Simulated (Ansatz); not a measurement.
**Scan of the O1–H4 bond length**

CH$_{3}$OSi (SMILES O[C+]=[SiH2]) (charge +1), singlet, at its PBE0-D4/def2-TZVP minimum:

```tsv
atom	x (Å)	y (Å)	z (Å)
O1	-0.9549	-1.4710	-0.2921
C2	-0.2475	-0.4853	-0.0985
Si3	0.2831	1.1150	0.2352
H4	-0.4718	-2.3074	-0.4903
H5	0.6548	1.8587	-0.9761
H6	0.7363	1.2900	1.6218
```

The bond length O1–H4 (0.986 Å at the minimum) is set to the values below, the two halves moving rigidly along the bond. Each method's energies count from its own value at the PBE0-D4 minimum structure. Computed with Ansatz 0.2.0 (basis: def2-TZVPP); correlated methods freeze the cores. B3LYP uses VWN-RPA correlation.

```tsv
bond length (Å)	CCSD(T) (kcal/mol)	B3LYP-D4 (kcal/mol)	PBE0-D4 (kcal/mol)	r2SCAN-D4 (kcal/mol)
0.809	23.90	24.21	23.90	24.29
0.850	12.50	12.80	12.50	12.85
0.911	?	3.33	3.14	3.37
0.982	0.00	0.01	0.00	0.01
1.061	2.51	2.23	2.49	2.18
1.146	?	8.38	9.01	8.23
1.236	?	16.70	17.81	16.43
1.331	27.63	25.86	27.54	25.40
1.430	36.91	34.89	37.15	34.10
```

(1) Fill in the withheld CCSD(T) values. (Judge from chemistry; the value comes from the calculation.)

(1) Computed: 3.13 kcal/mol at 0.911 Å; 9.05 kcal/mol at 1.146 Å; 17.91 kcal/mol at 1.236 Å. These count from the CCSD(T) energy at the PBE0-D4 minimum.

Minimum and curvature along this coordinate at CCSD(T): A fifth-order fit through the nearest points gives 0.983 Å, with a curvature of about 43 eV/Å².

Task: Treat the two halves as rigid bodies and work out the harmonic wavenumber of this stretch from that curvature (ν̃ = 521.5 √(k/μ) cm⁻¹ with k in eV/Å² and μ in u).

Result: The halves weigh 58.11 and 1.01 u, so μ = 58.11 × 1.01/59.12 = 0.993 u and ν̃ = 521.5 √(43/0.993) ≈ 3400 cm⁻¹. A true normal mode mixes in other motions, so this is a guide only.

Largest difference from the CCSD(T) curve over the scan: PBE-D4 7.05; wB97M-V 1.83; HF 14.61; MP2 0.42 kcal/mol. Each curve counts from its own value at the minimum.

The T1 diagnostic stays at or below 0.027. The T1 diagnostic is large here, which may signal multireference character or strong orbital relaxation, so CCSD(T) is less sure. The restricted Hartree–Fock reference is unstable towards an unrestricted one here.

For scale, one of the runs: CCSD(T)/def2-TZVPP, 146 basis functions (an equivalent command: `ansatz run in.yaml --threads 2`). The run took 15 s on 2 CPU threads (shared host), with 0.88 GiB of host memory at its peak.
